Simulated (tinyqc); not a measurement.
Worked calculation (part 1 of 2): CCSD on RHF in the sto-3g basis, frozen core, for H2O, spin multiplicity 1. Computed by tinyqc, a small Python program that keeps every step (integrals from PySCF). Settings: charge = 0, multiplicity = 1, basis = sto-3g, method = RHF, frozen orbitals = 1, energy threshold = 1e-10, iteration cap = 63, orthogonalisation = canonical, start = core, DIIS depth = 6, amplitude equations = CCSD, DIIS depth for amplitudes = 0, cap on updates = 80. Command: `OMP_NUM_THREADS=1 python tinyqc.py 22028 22029 out.jsonl` (the two numbers bound the seeds that draw the settings). One thread of a shared host (Intel(R) Xeon(R) Processor @ 2.60GHz), about 0.3 s of CPU time with the checks. The early iterations of the SCF are left out here.

## One-electron integrals

Geometry (angstrom):
```
atom         x          y         z
O     0.000000   0.000000  0.000000
H     0.000000   0.840000  0.807000
H     0.000000  -0.840000  0.807000
```

Basis sto-3g: exponents (1/bohr^2) and contraction coefficients of normalised primitives:
```
element  l (shell)    exponent  coefficient
O            s (1)  130.709320     0.154329
O            s (1)   23.808861     0.535328
O            s (1)    6.443608     0.444635
O            s (2)    5.033151    -0.099967
O            s (2)    1.169596     0.399513
O            s (2)    0.380389     0.700115
O            p (3)    5.033151     0.155916
O            p (3)    1.169596     0.607684
O            p (3)    0.380389     0.391957
H            s (1)    3.425251     0.154329
H            s (1)    0.623914     0.535328
H            s (1)    0.168855     0.444635
```

Overlap, kinetic and nuclear-attraction integrals over the contracted functions; the nuclear repulsion is the sum of Za Zb / Rab.

nuclear repulsion = 7.58366320 hartree

overlap S, order 1O 1s, 1O 2s, 1O 2px, 1O 2py, 1O 2pz, 2H 1s, 3H 1s:
```
[[1.000000, 0.236704, 0.000000, 0.000000, 0.000000, 0.032934, 0.032934],
 [0.236704, 1.000000, 0.000000, 0.000000, 0.000000, 0.349516, 0.349516],
 [0.000000, 0.000000, 1.000000, 0.000000, 0.000000, 0.000000, 0.000000],
 [0.000000, 0.000000, 0.000000, 1.000000, 0.000000, 0.227702, -0.227702],
 [0.000000, 0.000000, 0.000000, 0.000000, 1.000000, 0.218756, 0.218756],
 [0.032934, 0.349516, 0.000000, 0.227702, 0.218756, 1.000000, 0.197151],
 [0.032934, 0.349516, 0.000000, -0.227702, 0.218756, 0.197151, 1.000000]]
```

kinetic energy T (hartree), order 1O 1s, 1O 2s, 1O 2px, 1O 2py, 1O 2pz, 2H 1s, 3H 1s:
```
[[29.003200, -0.168011, 0.000000, 0.000000, 0.000000, -0.008923, -0.008923],
 [-0.168011, 0.808128, 0.000000, 0.000000, 0.000000, 0.050475, 0.050475],
 [0.000000, 0.000000, 2.528731, 0.000000, 0.000000, 0.000000, 0.000000],
 [0.000000, 0.000000, 0.000000, 2.528731, 0.000000, 0.108651, -0.108651],
 [0.000000, 0.000000, 0.000000, 0.000000, 2.528731, 0.104383, 0.104383],
 [-0.008923, 0.050475, 0.000000, 0.108651, 0.104383, 0.760032, -0.001768],
 [-0.008923, 0.050475, 0.000000, -0.108651, 0.104383, -0.001768, 0.760032]]
```

nuclear attraction V (hartree), order 1O 1s, 1O 2s, 1O 2px, 1O 2py, 1O 2pz, 2H 1s, 3H 1s:
```
[[-61.527040, -7.398145, 0.000000, 0.000000, -0.014525, -1.053075, -1.053075],
 [-7.398145, -9.957510, 0.000000, 0.000000, -0.179326, -2.640116, -2.640116],
 [0.000000, 0.000000, -9.832563, 0.000000, 0.000000, 0.000000, 0.000000],
 [0.000000, 0.000000, 0.000000, -9.913406, 0.000000, -1.503532, 1.503532],
 [-0.014525, -0.179326, 0.000000, 0.000000, -9.907179, -1.495023, -1.495023],
 [-1.053075, -2.640116, 0.000000, -1.503532, -1.495023, -5.117078, -1.089880],
 [-1.053075, -2.640116, 0.000000, 1.503532, -1.495023, -1.089880, -5.117078]]
```

core Hamiltonian H = T + V (hartree), order 1O 1s, 1O 2s, 1O 2px, 1O 2py, 1O 2pz, 2H 1s, 3H 1s:
```
[[-32.523840, -7.566156, 0.000000, 0.000000, -0.014525, -1.061997, -1.061997],
 [-7.566156, -9.149382, 0.000000, 0.000000, -0.179326, -2.589641, -2.589641],
 [0.000000, 0.000000, -7.303832, 0.000000, 0.000000, 0.000000, 0.000000],
 [0.000000, 0.000000, 0.000000, -7.384675, 0.000000, -1.394881, 1.394881],
 [-0.014525, -0.179326, 0.000000, 0.000000, -7.378448, -1.390640, -1.390640],
 [-1.061997, -2.589641, 0.000000, -1.394881, -1.390640, -4.357046, -1.091648],
 [-1.061997, -2.589641, 0.000000, 1.394881, -1.390640, -1.091648, -4.357046]]
```

## Two-electron integrals

Functions are numbered as in S; the eight-fold symmetry (ij|kl) = (ji|kl) = (kl|ij) leaves the list below.

Two-electron integrals (ij|kl) in chemists' order, unique and non-zero (hartree):
```
(11|11) 4.785065    (21|11) 0.741380    (21|21) 0.136873    (22|11) 1.118947
(22|21) 0.256633    (22|22) 0.817206    (31|31) 0.024477    (32|31) 0.037809
(32|32) 0.180518    (33|11) 1.115814    (33|21) 0.256684    (33|22) 0.817023
(33|33) 0.880159    (41|41) 0.024477    (42|41) 0.037809    (42|42) 0.180518
(43|43) 0.047444    (44|11) 1.115814    (44|21) 0.256684    (44|22) 0.817023
(44|33) 0.785270    (44|44) 0.880159    (51|51) 0.024477    (52|51) 0.037809
(52|52) 0.180518    (53|53) 0.047444    (54|54) 0.047444    (55|11) 1.115814
(55|21) 0.256684    (55|22) 0.817023    (55|33) 0.785270    (55|44) 0.785270
(55|55) 0.880159    (61|11) 0.104321    (61|21) 0.019116    (61|22) 0.035678
(61|33) 0.035608    (61|41) 0.000626    (61|42) 0.001182    (61|44) 0.035719
(61|51) 0.000601    (61|52) 0.001135    (61|54) 0.000107    (61|55) 0.035711
(61|61) 0.002703    (62|11) 0.278147    (62|21) 0.064701    (62|22) 0.231137
(62|33) 0.227037    (62|41) 0.003502    (62|42) 0.027839    (62|44) 0.233314
(62|51) 0.003364    (62|52) 0.026745    (62|54) 0.006031    (62|55) 0.232831
(62|61) 0.009231    (62|62) 0.084000    (63|31) 0.006466    (63|32) 0.038735
(63|43) 0.005638    (63|53) 0.005416    (63|63) 0.011397    (64|11) 0.151946
(64|21) 0.035775    (64|22) 0.136455    (64|33) 0.130407    (64|41) 0.008150
(64|42) 0.054119    (64|44) 0.145172    (64|51) 0.001618    (64|52) 0.014779
(64|54) 0.008769    (64|55) 0.133628    (64|61) 0.005307    (64|62) 0.060299
(64|64) 0.054194    (65|11) 0.145976    (65|21) 0.034370    (65|22) 0.131094
(65|33) 0.125284    (65|41) 0.001618    (65|42) 0.014779    (65|44) 0.128637
(65|51) 0.008020    (65|52) 0.052934    (65|54) 0.008859    (65|55) 0.139211
(65|61) 0.005098    (65|62) 0.057930    (65|64) 0.041116    (65|65) 0.050897
(66|11) 0.446733    (66|21) 0.105575    (66|22) 0.434476    (66|33) 0.417828
(66|41) 0.006797    (66|42) 0.076186    (66|44) 0.443526    (66|51) 0.006530
(66|52) 0.073193    (66|54) 0.024688    (66|55) 0.441546    (66|61) 0.015157
(66|62) 0.207395    (66|64) 0.169940    (66|65) 0.163264    (66|66) 0.774606
(71|11) 0.104321    (71|21) 0.019116    (71|22) 0.035678    (71|33) 0.035608
(71|41) -0.000626   (71|42) -0.001182   (71|44) 0.035719    (71|51) 0.000601
(71|52) 0.001135    (71|54) -0.000107   (71|55) 0.035711    (71|61) 0.002669
(71|62) 0.008985    (71|64) 0.004759    (71|65) 0.004967    (71|66) 0.014660
(71|71) 0.002703    (72|11) 0.278147    (72|21) 0.064701    (72|22) 0.231137
(72|33) 0.227037    (72|41) -0.003502   (72|42) -0.027839   (72|44) 0.233314
(72|51) 0.003364    (72|52) 0.026745    (72|54) -0.006031   (72|55) 0.232831
(72|61) 0.008985    (72|62) 0.068370    (72|64) 0.033969    (72|65) 0.045926
(72|66) 0.138044    (72|71) 0.009231    (72|72) 0.084000    (73|31) 0.006466
(73|32) 0.038735    (73|43) -0.005638   (73|53) 0.005416    (73|63) 0.008988
(73|73) 0.011397    (74|11) -0.151946   (74|21) -0.035775   (74|22) -0.136455
(74|33) -0.130407   (74|41) 0.008150    (74|42) 0.054119    (74|44) -0.145172
(74|51) -0.001618   (74|52) -0.014779   (74|54) 0.008769    (74|55) -0.133628
(74|61) -0.004759   (74|62) -0.033969   (74|64) -0.008285   (74|65) -0.022371
(74|66) -0.062255   (74|71) -0.005307   (74|72) -0.060299   (74|74) 0.054194
(75|11) 0.145976    (75|21) 0.034370    (75|22) 0.131094    (75|33) 0.125284
(75|41) -0.001618   (75|42) -0.014779   (75|44) 0.128637    (75|51) 0.008020
(75|52) 0.052934    (75|54) -0.008859   (75|55) 0.139211    (75|61) 0.004967
(75|62) 0.045926    (75|64) 0.022371    (75|65) 0.039393    (75|66) 0.101316
(75|71) 0.005098    (75|72) 0.057930    (75|74) -0.041116   (75|75) 0.050897
(76|11) 0.105962    (76|21) 0.024925    (76|22) 0.098225    (76|33) 0.095617
(76|44) 0.097182    (76|51) 0.001907    (76|52) 0.018798    (76|55) 0.101764
(76|61) 0.003530    (76|62) 0.037001    (76|64) 0.023063    (76|65) 0.028698
(76|66) 0.100540    (76|71) 0.003530    (76|72) 0.037001    (76|74) -0.023063
(76|75) 0.028698    (76|76) 0.021238    (77|11) 0.446733    (77|21) 0.105575
(77|22) 0.434476    (77|33) 0.417828    (77|41) -0.006797   (77|42) -0.076186
(77|44) 0.443526    (77|51) 0.006530    (77|52) 0.073193    (77|54) -0.024688
(77|55) 0.441546    (77|61) 0.014660    (77|62) 0.138044    (77|64) 0.062255
(77|65) 0.101316    (77|66) 0.311618    (77|71) 0.015157    (77|72) 0.207395
(77|74) -0.169940   (77|75) 0.163264    (77|76) 0.100540    (77|77) 0.774606
```

## Orthogonalisation

S = U s U^T; canonical form X = U s^(-1/2), so that X^T S X = 1. Each column of U has its largest component positive (the first on a tie).

eigenvalues of S: [0.475063, 0.564656, 0.878040, 1.000000, 1.114870, 1.238193, 1.729178]

X, order 1O 1s, 1O 2s, 1O 2px, 1O 2py, 1O 2pz, 2H 1s, 3H 1s:
```
[[-0.365158, 0.000000, 0.717559, 0.000000, 0.621969, 0.000000, 0.175529],
 [0.980237, 0.000000, -0.317518, 0.000000, 0.344679, 0.000000, 0.431899],
 [0.000000, 0.000000, 0.000000, 1.000000, 0.000000, 0.000000, 0.000000],
 [0.000000, 0.791393, 0.000000, 0.000000, 0.000000, 0.722506, 0.000000],
 [0.510458, 0.000000, 0.672917, 0.000000, -0.586433, 0.000000, 0.234656],
 [-0.612458, -0.756534, -0.187580, 0.000000, -0.153969, 0.377898, 0.391087],
 [-0.612458, 0.756534, -0.187580, 0.000000, -0.153969, -0.377898, 0.391087]]
```

## Iteration 9 (converged): orbitals

converged F (hartree), order 1O 1s, 1O 2s, 1O 2px, 1O 2py, 1O 2pz, 2H 1s, 3H 1s:
```
[[-20.275316, -5.166476, 0.000000, 0.000000, -0.023688, -0.733329, -0.733329],
 [-5.166476, -2.407511, 0.000000, 0.000000, -0.062596, -0.718810, -0.718810],
 [0.000000, 0.000000, -0.394500, 0.000000, 0.000000, 0.000000, 0.000000],
 [0.000000, 0.000000, 0.000000, -0.211171, 0.000000, -0.318450, 0.318450],
 [-0.023688, -0.062596, 0.000000, 0.000000, -0.246735, -0.336325, -0.336325],
 [-0.733329, -0.718810, 0.000000, -0.318450, -0.336325, -0.370241, -0.249730],
 [-0.733329, -0.718810, 0.000000, 0.318450, -0.336325, -0.249730, -0.370241]]
```

Diagonalise F' = X^T F X, C = X C', fill 5 alpha and 5 beta electrons from the bottom; D = 2 C_occ C_occ^T. Each column has its largest component positive (the first on a tie).

F' = X^T F X (hartree):
```
[[-0.410699, 0.000000, 2.438200, 0.000000, 2.069111, 0.000000, 0.603999],
 [0.000000, 0.492439, 0.000000, 0.000000, 0.000000, 0.105817, 0.000000],
 [2.438200, 0.000000, -8.086162, 0.000000, -8.655935, 0.000000, -3.720821],
 [0.000000, 0.000000, 0.000000, -0.394500, 0.000000, 0.000000, 0.000000],
 [2.069111, 0.000000, -8.655935, 0.000000, -10.104248, 0.000000, -4.390718],
 [0.000000, 0.105817, 0.000000, 0.000000, 0.000000, -0.492443, 0.000000],
 [0.603999, 0.000000, -3.720821, 0.000000, -4.390718, 0.000000, -2.885492]]
```

orbital energies (hartree): [-20.283375, -1.198647, -0.503684, -0.450874, -0.394500, 0.446295, 0.503680]

coefficients C, order 1O 1s, 1O 2s, 1O 2px, 1O 2py, 1O 2pz, 2H 1s, 3H 1s:
```
[[0.994567, -0.241889, 0.000000, 0.092451, 0.000000, -0.098323, 0.000000],
 [0.023184, 0.906496, 0.000000, -0.467442, 0.000000, 0.571182, 0.000000],
 [0.000000, 0.000000, 0.000000, 0.000000, 1.000000, 0.000000, 0.000000],
 [0.000000, 0.000000, 0.634865, 0.000000, 0.000000, 0.000000, 0.863286],
 [0.002884, 0.074514, 0.000000, 0.703133, 0.000000, 0.782557, 0.000000],
 [-0.003996, 0.134373, 0.455700, 0.358879, 0.000000, -0.663386, -0.712382],
 [-0.003996, 0.134373, -0.455700, 0.358879, 0.000000, -0.663386, 0.712382]]
```

D after iteration 9, order 1O 1s, 1O 2s, 1O 2px, 1O 2py, 1O 2pz, 2H 1s, 3H 1s:
```
[[2.112441, -0.478858, 0.000000, 0.000000, 0.099699, -0.006597, -0.006597],
 [-0.478858, 2.081549, 0.000000, 0.000000, -0.522120, -0.092079, -0.092079],
 [0.000000, 0.000000, 2.000000, 0.000000, 0.000000, 0.000000, 0.000000],
 [0.000000, 0.000000, 0.000000, 0.806108, 0.000000, 0.578616, -0.578616],
 [0.099699, -0.522120, 0.000000, 0.000000, 0.999912, 0.524682, 0.524682],
 [-0.006597, -0.092079, 0.000000, 0.578616, 0.524682, 0.709057, -0.121592],
 [-0.006597, -0.092079, 0.000000, -0.578616, 0.524682, -0.121592, 0.709057]]
```

## Convergence

Stop when the energy changes by less than 1e-10 hartree and every element of the error matrix X^T (F D S - S D F) X is below 3e-06.

Course of the cycle:
```
iteration   E (hartree)     change  largest element of the error matrix
1          -73.27751396          -                             7.38e-01
2          -74.66220436  -1.38e+00                             5.25e-01
3          -74.90971973  -2.48e-01                             7.29e-02
4          -74.91504561  -5.33e-03                             1.80e-02
5          -74.91526830  -2.23e-04                             4.16e-03
6          -74.91530214  -3.38e-05                             7.55e-04
7          -74.91530291  -7.72e-07                             1.24e-05
8          -74.91530291  -2.19e-10                             4.38e-08
9          -74.91530291  -5.68e-14                             6.41e-10
```

PySCF RHF in the same basis = -74.91530291 hartree

Converged in 9 iterations.

## Integrals over molecular orbitals

(pq|rs) = sum C_ip C_jq C_kr C_ls (ij|kl), one index at a time.

one-electron integrals over orbitals h = C^T H C (hartree):
```
[[-32.507663, 0.572013, 0.000000, -0.207407, 0.000000, 0.224036, 0.000000],
 [0.572013, -7.544079, 0.000000, 0.558088, 0.000000, -1.132611, 0.000000],
 [0.000000, 0.000000, -5.946821, 0.000000, 0.000000, 0.000000, -1.762986],
 [-0.207407, 0.558088, 0.000000, -6.365492, 0.000000, -1.427113, 0.000000],
 [0.000000, 0.000000, 0.000000, 0.000000, -7.303832, 0.000000, 0.000000],
 [0.224036, -1.132611, 0.000000, -1.427113, 0.000000, -5.386240, 0.000000],
 [0.000000, 0.000000, -1.762986, 0.000000, 0.000000, 0.000000, -5.386479]]
```

Two-electron integrals over orbitals (pq|rs), unique and non-zero (hartree); the lowest 1 orbital is frozen and left out:
```
(22|22) 0.727187    (32|32) 0.125681    (33|22) 0.613810    (33|33) 0.588290
(42|22) -0.032966   (42|33) 0.000967    (42|42) 0.128949    (43|32) 0.025815
(43|43) 0.060062    (44|22) 0.644391    (44|33) 0.557288    (44|42) -0.082131
(44|44) 0.658840    (52|52) 0.152439    (53|53) 0.026647    (54|52) -0.044456
(54|54) 0.045425    (55|22) 0.758005    (55|33) 0.601239    (55|42) -0.085679
(55|44) 0.665200    (55|55) 0.880159    (62|22) 0.126220    (62|33) 0.067858
(62|42) 0.037018    (62|44) 0.048692    (62|55) 0.131721    (62|62) 0.094779
(63|32) -0.027360   (63|43) -0.036885   (63|63) 0.067618    (64|22) 0.140403
(64|33) 0.055402    (64|42) -0.063709   (64|44) 0.130313    (64|55) 0.165176
(64|62) 0.053445    (64|64) 0.115324    (65|52) 0.046455    (65|54) 0.008358
(65|65) 0.033611    (66|22) 0.599751    (66|33) 0.548668    (66|42) 0.038766
(66|44) 0.549570    (66|55) 0.586343    (66|62) 0.094574    (66|64) 0.061757
(66|66) 0.586517    (72|32) 0.057104    (72|43) -0.031863   (72|63) 0.028875
(72|72) 0.067986    (73|22) 0.169466    (73|33) 0.091152    (73|42) -0.083402
(73|44) 0.125343    (73|55) 0.205829    (73|62) 0.062280    (73|64) 0.114589
(73|66) 0.050359    (73|73) 0.166951    (74|32) -0.072470   (74|43) -0.021237
(74|63) 0.055631    (74|72) -0.014855   (74|74) 0.075572    (75|53) 0.023776
(75|75) 0.023935    (76|32) 0.076564    (76|43) 0.065521    (76|63) -0.058056
(76|72) -0.006246   (76|74) -0.063156   (76|76) 0.106623    (77|22) 0.594885
(77|33) 0.572963    (77|42) -0.013518   (77|44) 0.558409    (77|55) 0.591474
(77|62) 0.055048    (77|64) 0.048381    (77|66) 0.546954    (77|73) 0.083251
(77|77) 0.579226
```

## CCSD: starting amplitudes

t_ij^ab = <ij||ab> / (e_i + e_j - e_a - e_b), whose energy is MP2.

Starting amplitudes (spin orbitals 1a, 1b, ...; amplitudes related by a flip of all spins are not repeated):
```
from      to          t
3a 3b  7a 7b  -0.082865
4a 4b  6a 6b  -0.064271
3a 4b  6b 7a   0.060167
4a 4b  7a 7b  -0.039585
3a 3b  6a 6b  -0.035589
3a 4a  6a 7a   0.030957
3a 4b  6a 7b  -0.029210
2a 2b  6a 6b  -0.028809
2a 3b  6a 7b  -0.023481
2a 4b  6a 6b  -0.021024
5a 5b  6a 6b  -0.019988
2a 2b  7a 7b  -0.019969
5a 5b  7a 7b  -0.013324
2a 3a  6a 7a  -0.012595
2a 3b  6b 7a   0.010887
2a 4b  7a 7b   0.005591
```

correlation energy = -0.05922075 hartree

## CCSD: amplitude update 1

t_i^a D_i^a and t_ij^ab D_ij^ab are set to the remaining terms of the spin-orbital equations, evaluated with the old amplitudes; for the doubles these are <ij||ab> + 1/2 <ab||ef> t_ij^ef + 1/2 <mn||ij> t_mn^ab + P(ij)P(ab) <mb||ej> t_im^ae + terms in t^2 + terms with t1, D the orbital-energy denominators.

Amplitudes after update 1 (spin orbitals 1a, 1b, ...; amplitudes related by a flip of all spins are not repeated):
```
from      to          t
3a 3b  7a 7b  -0.105539
4a 4b  6a 6b  -0.080533
3a 4b  6b 7a   0.076505
4a 4b  7a 7b  -0.054423
3a 3b  6a 6b  -0.051294
3a 4b  6a 7b  -0.046802
2a 2b  6a 6b  -0.031912
2a 4b  6a 6b  -0.030092
3a 4a  6a 7a   0.029703
2a 3b  6a 7b  -0.029033
5a 5b  6a 6b  -0.024599
2a 2b  7a 7b  -0.020743
2a 3b  6b 7a   0.017930
5a 5b  7a 7b  -0.014103
2a 3a  6a 7a  -0.011102
4a        6a  -0.009254
3a        7a  -0.004976
2a 4b  7a 7b   0.003880
2a        6a   0.002674
```

correlation energy = -0.07503040 hartree

## CCSD: amplitude update 2

As before.

Amplitudes after update 2 (spin orbitals 1a, 1b, ...; amplitudes related by a flip of all spins are not repeated):
```
from      to          t
3a 3b  7a 7b  -0.113557
4a 4b  6a 6b  -0.087381
3a 4b  6b 7a   0.082339
4a 4b  7a 7b  -0.060626
3a 3b  6a 6b  -0.057791
3a 4b  6a 7b  -0.056070
2a 4b  6a 6b  -0.033338
2a 2b  6a 6b  -0.032099
2a 3b  6a 7b  -0.030085
3a 4a  6a 7a   0.026269
5a 5b  6a 6b  -0.025975
2a 3b  6b 7a   0.020961
2a 2b  7a 7b  -0.019985
4a        6a  -0.013715
5a 5b  7a 7b  -0.013597
2a 3a  6a 7a  -0.009125
3a        7a  -0.005975
2a        6a   0.004440
2a 4b  7a 7b   0.002823
```

correlation energy = -0.08049927 hartree
